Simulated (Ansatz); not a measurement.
The input, for Ansatz 0.2.0:

```yaml
crystal:
  periodic: [false, false, false]
  atoms:
    - {symbol: C, position_ang: [-0.021965, -0.040381, 2.184823]}
    - {symbol: O, position_ang: [-0.022798, 0.032278, 1.050099]}
    - {symbol: Si, position_ang: [0.025166, -0.051505, -1.486841]}
    - {symbol: H, position_ang: [-0.077611, 1.403979, -1.273406]}
basis:
  gaussian: {orbitals: cc-pVDZ, point_charges: [{charge: 1.00, position_ang: [2.751, -0.024, -0.992]}]}
magnetization: {spin_polarized: true, initial_magnetization: 1}
correlation: {method: bccd, electrons: outside_noble_gas}
scf: {lower_state_search: light}
```

```sh
$ ansatz run in.yaml --threads 1 --pin off --events-out ev --progress --plain --max-ram 2393MiB
```

Output:

```
495 factors; integrals over basis functions are off by at most 9.8e-4 eV
mean field evaluation 1: about -10943.2061 eV, gradient 1.7e1 eV
mean field evaluation 2: about -10943.2111 eV, gradient 1.7e1 eV
mean field evaluation 4: about -10944.7583 eV, gradient 2.2e0 eV
mean field evaluation 8: about -10944.8117 eV, gradient 1.5e-2 eV
mean field evaluation 16: about -10944.7523 eV, gradient 2.2e0 eV
mean field evaluation 32: about -10943.0868 eV, gradient 5.3e-1 eV
mean field evaluation 64: about -10942.1170 eV, gradient 7.8e-4 eV
mean field evaluation 96: about -10941.5300 eV, gradient 1.1e-1 eV
mean field -10944.81169428 eV, -402.2144111051 hartree, gradient 2.1e-6 eV, S^2 0.768332; 5 other end points of the search recorded, 0 dependent functions left out
determinant -10944.81169428 eV, -402.2144111051 hartree, with singles and doubles -10955.19783685 eV, -402.5960948045 hartree
determinant -10943.16673882 eV, -402.1539601067 hartree, with singles and doubles -10953.43825891 eV, -402.5314315077 hartree
determinant -10942.11702210 eV, -402.1153837288 hartree, with singles and doubles -10952.47979419 eV, -402.4962085790 hartree
determinant -10941.58730391 eV, -402.0959169444 hartree, with singles and doubles -10951.97297509 eV, -402.4775833206 hartree
7 core orbitals not correlated: weight in the atoms' cores, before any rotation towards them, 1.000 or more for the frozen orbitals, at most 0.000 for the correlated occupied ones
reference -10944.81169428 eV, -402.2144111051 hartree; 8, 7 occupied and 36, 37 virtual orbitals, 495 factors
second order -9.54971081 eV of doubles, -0.00000000 eV of singles
cycle   1  -10.34465754 eV  change    4.1e-2 eV  update   1.8e-2
cycle   2  -10.34663010 eV  change   -2.0e-3 eV  update   8.0e-3
cycle   3  -10.35040896 eV  change   -3.8e-3 eV  update   2.4e-3
cycle   4  -10.34710171 eV  change    3.3e-3 eV  update   1.5e-3
cycle   5  -10.34863708 eV  change   -1.5e-3 eV  update   9.4e-4
cycle   6  -10.34860311 eV  change    3.4e-5 eV  update   4.0e-4
cycle   7  -10.34853462 eV  change    6.8e-5 eV  update   1.5e-4
cycle   8  -10.34851685 eV  change    1.8e-5 eV  update   8.4e-5
cycle   9  -10.34852086 eV  change   -4.0e-6 eV  update   5.5e-5
cycle  10  -10.34851690 eV  change    4.0e-6 eV  update   3.1e-5
cycle  11  -10.34852813 eV  change   -1.1e-5 eV  update   1.6e-5
Total energy: -10955.16022241 eV, -402.5947124993 hartree
```

Ran on 1 thread of Arm Neoverse V1, shared host: 4.7 s wall, 0.15 GiB peak host memory.
